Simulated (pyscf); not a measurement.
Single points on ωB97X-D3(BJ)/def2-SVP structures (PySCF, gas phase). Correlated levels are frozen-core, on RHF or UHF. ΔMP2 is the change of the MP2 total energy from the triple- to the quadruple-zeta basis.

### Question
[HAl–Cl]• + methane (CH₄) -> H₂Al–Cl + methyl (CH₃•)
Surface: doublet. Broken: C–H. Formed: Al–H. Give ΔE‡ and ΔE from CCSD(T)/def2-TZVPP + ΔMP2(QZVPP), relative to the separated reactants.

### Answer
ΔE‡ = 31.4 kcal/mol, ΔE = +24.1 kcal/mol. Zero-point energy shifts the barrier by -3.8 kcal/mol. It is a hydrogen abstraction, with an imaginary mode of 755i cm⁻¹. One saddle was located; it need not be the lowest between these sides. The angle at the transferred H is 176°. The CCSD(T) − MP2 part came from Ansatz, without density fitting, on the same reference.
